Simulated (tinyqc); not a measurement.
Ways to converge the cycle: SCF convergence aids in the sto-3g basis, for BH, spin multiplicity 3. Computed by the program tinyqc with PySCF. UHF with one setting changed at a time; a run stops when the energy changes by less than 1e-09 hartree and the error matrix is below 1e-5. The start is random orbitals. Damping d keeps d of the old density; a shift (hartree) raises the virtual levels; DIIS n extrapolates F over n matrices.

Geometry (angstrom):
```
atom       x       y       z
B     0.0000  0.0000  0.0000
H     0.0000  0.0000  1.3380
```

lowest solution found by these runs and by PySCF with stability checks = -24.734443 hartree

Largest element of the error matrix X^T (FDS - SDF) X:
```
iteration    plain  damping 0.3  damping 0.6  shift 0.4   DIIS 3   DIIS 8
1          3.3e+00      3.3e+00      3.3e+00    3.3e+00  3.3e+00  3.3e+00
2          2.8e-01      1.1e+00      2.0e+00    4.6e-01  2.8e-01  2.8e-01
3          4.9e-02      4.0e-01      1.2e+00    2.1e-01  4.4e-02  4.4e-02
4          2.1e-02      1.4e-01      7.8e-01    1.4e-01  1.9e-02  1.9e-02
5          1.5e-02      5.1e-02      4.9e-01    9.8e-02  9.6e-03  9.4e-03
6          1.0e-02      2.1e-02      3.1e-01    6.6e-02  4.7e-03  4.5e-03
8          5.4e-03      1.1e-02      1.3e-01    2.9e-02  3.2e-04  2.0e-04
10         2.8e-03      7.1e-03      4.9e-02    1.2e-02  4.1e-05  1.1e-05
14         8.1e-04      2.9e-03      1.2e-02    4.8e-03  3.9e-06        -
20         1.3e-04      8.4e-04      5.0e-03    1.6e-03        -        -
30               -      1.1e-04      1.5e-03    2.8e-04        -        -
45               -            -      2.8e-04    2.1e-05        -        -
60               -            -      5.5e-05          -        -        -
```

How each run ends:
```
run          iterations  E (hartree)                                                        state
plain                29    -24.73444                                                 lowest found
damping 0.3          43    -24.73444                                                 lowest found
damping 0.6         >60    -24.73444  falls steadily but slowly, by a factor of about 0.90 a step
shift 0.4            50    -24.73444                                                 lowest found
DIIS 3               14    -24.73444                                                 lowest found
DIIS 8               11    -24.73444                                                 lowest found
```

What does the comparison show, and why?

5 of 6 runs reach the lowest solution found, in 11 to 50 iterations (fastest: DIIS 8). Not converged: damping 0.6. Plain steps already contract here, so damping only slows them. DIIS 3 and DIIS 8 gain by cancelling the error over several earlier matrices, much as a quasi-Newton step does.
